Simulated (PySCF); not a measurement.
# PF (triplet) at other levels of theory

Aim: see what other levels and later steps give for PF (triplet).

Computed with PySCF 2.14.0. Level: each script names its method and basis.

1 further run of the same task is left out (it didn't finish).

## 1. Where the work starts

PF (triplet): 2 atoms, charge 0, spin multiplicity 3.

Bond lengths: P1–F2 1.680 Å.

## 2. Base script

File input.py:

```python
from pyscf import gto, scf

mol = gto.M(
    atom='P 0 0 0; F 0 0 1.68',
    basis='cc-pvdz',
    charge=0,
    spin=2,
    verbose=4,
)
mf = scf.UHF(mol)
mf.kernel()
mf.dip_moment()
print('orbital energies (hartree):', [e[max(0, n-3):n+3].round(4) for e, n in zip(mf.mo_energy, mol.nelec)])
```

Started as:

```console
OMP_NUM_THREADS=1 python input.py
```

## 3. Revpbe (UKS)

Edit 1 changes functional: none (Hartree–Fock) → revpbe; SCF type: UHF → UKS; step after the SCF: none → analyze.

File input.py:

```python
from pyscf import gto, dft

mol = gto.M(
    atom='P 0 0 0; F 0 0 1.68',
    basis='cc-pvdz',
    charge=0,
    spin=2,
    verbose=4,
)
mf = dft.UKS(mol, xc='revpbe')
mf.kernel()
mf.analyze()
print('orbital energies (hartree):', [e[max(0, n-3):n+3].round(4) for e, n in zip(mf.mo_energy, mol.nelec)])
```

## 4. M062x (UKS)

Edit 2 changes functional: none (Hartree–Fock) → m062x; SCF type: UHF → UKS; step after the SCF: none → analyze.

File input.py:

```python
from pyscf import gto, dft

mol = gto.M(
    atom='P 0 0 0; F 0 0 1.68',
    basis='cc-pvdz',
    charge=0,
    spin=2,
    verbose=4,
)
mf = dft.UKS(mol, xc='m062x')
mf.kernel()
mf.analyze()
print('orbital energies (hartree):', [e[max(0, n-3):n+3].round(4) for e, n in zip(mf.mo_energy, mol.nelec)])
```

## 5. MP2

Edit 3 changes step after the SCF: none → mp2.

Edit input.py of step 2 so:

```diff
@@ -1,2 +1,2 @@
-from pyscf import gto, scf
+from pyscf import gto, scf, mp
 
@@ -11,2 +11,3 @@
 mf.kernel()
+mp.MP2(mf).kernel()
 mf.dip_moment()
```

## 6. CCSD

Edit 4 changes step after the SCF: none → ccsd; frozen orbitals: none → 6.

Edit input.py of step 2 so:

```diff
@@ -1,2 +1,2 @@
-from pyscf import gto, scf
+from pyscf import gto, scf, cc
 
@@ -11,2 +11,4 @@
 mf.kernel()
+mycc = cc.CCSD(mf, frozen=6)
+mycc.kernel()
 mf.dip_moment()
```

## 7. Pbesol (UKS)

Edit 5 changes functional: none (Hartree–Fock) → pbesol; SCF type: UHF → UKS; step after the SCF: none → analyze.

File input.py:

```python
from pyscf import gto, dft

mol = gto.M(
    atom='P 0 0 0; F 0 0 1.68',
    basis='cc-pvdz',
    charge=0,
    spin=2,
    verbose=4,
)
mf = dft.UKS(mol, xc='pbesol')
mf.kernel()
mf.analyze()
print('orbital energies (hartree):', [e[max(0, n-3):n+3].round(4) for e, n in zip(mf.mo_energy, mol.nelec)])
```

## 8. ROHF

Edit 6 changes SCF type: UHF → ROHF.

File input.py:

```python
from pyscf import gto, scf

mol = gto.M(
    atom='P 0 0 0; F 0 0 1.68',
    basis='cc-pvdz',
    charge=0,
    spin=2,
    verbose=4,
)
mf = scf.ROHF(mol)
mf.kernel()
mf.dip_moment()
print('orbital energies (hartree):', mf.mo_energy[..., max(0, mol.nelec[1]-3):mol.nelec[0]+3].round(4))
```

**Question.** What will these runs give? Wanted: for each run, E(SCF); from base; gap, α spin; SCF dipole; after the SCF.

**Answer**, as computed:

```csv
run,E(SCF) (hartree),from base (eV),cycles,"gap, α spin (eV)",SCF dipole (D),after the SCF
base,-440.162837,0,11,13.78,1.92,n/a
revpbe (UKS),-441.052134,not comparable,9,3.91,1.08,n/a
m062x (UKS),-441.089846,not comparable,9,8.42,1.50,n/a
MP2,-440.162837,0.0000,11,13.78,1.92,MP2 correlation -7.417 eV
CCSD,-440.162837,0.0000,11,13.78,1.92,"CCSD correlation -7.661 eV, core frozen"
pbesol (UKS),-440.021957,not comparable,9,3.77,1.09,n/a
ROHF,-440.156842,+0.1631,9,n/a,1.94,n/a
```

In words: The α-spin gap between the frontier levels is 3.8 eV with pbesol (0 % exact exchange) and 8.4 eV with m062x (54 %): exact exchange opens it. Total energies of different functionals can't be compared with each other; differences within one functional can. The dearest run is “revpbe (UKS)”, at 4.6 s against 0.81 s.
